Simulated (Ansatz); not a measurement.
Input file:

```yaml
crystal:
  periodic: [false, false, false]
  atoms:
    - {symbol: Si, position_ang: [0.000000, -0.060692, 0.016793]}
    - {symbol: H, position_ang: [0.000000, 0.994190, -1.763090]}
    - {symbol: H, position_ang: [0.000000, 0.696960, 1.295167]}
basis:
  gaussian: {orbitals: cc-pVDZ}
magnetization: {spin_polarized: true, initial_magnetization: 2}
hamiltonian: {xc: hf}
output: {orbitals: {seedname: orbitals}}
```

```sh
$ ansatz run in.yaml --threads 1 --pin off --events-out ev --progress --plain --max-ram 2393MiB
```

Problem. Roughly how long does this take on 1 thread of Arm Neoverse V2, shared host, and how much host memory?

Solution. 0.12 s wall and 0.06 GiB.

```
273 factors; integrals over basis functions are off by at most 1.4e-3 eV
mean field evaluation 1: about -7889.4277 eV, gradient 6.0e0 eV
mean field evaluation 2: about -7889.4291 eV, gradient 6.0e0 eV
mean field evaluation 4: about -7890.0780 eV, gradient 9.5e-1 eV
mean field evaluation 8: about -7890.1203 eV, gradient 2.4e-1 eV
mean field -7890.12894587 eV, -289.9568906392 hartree, gradient 2.1e-5 eV, S^2 2.089363; 0 other end points of the search recorded, 0 dependent functions left out
reference -7890.12894587 eV, -289.9568906392 hartree; 9, 7 occupied and 19, 21 virtual orbitals, 273 factors
Total energy: -7890.12894587 eV, -289.9568906392 hartree
```
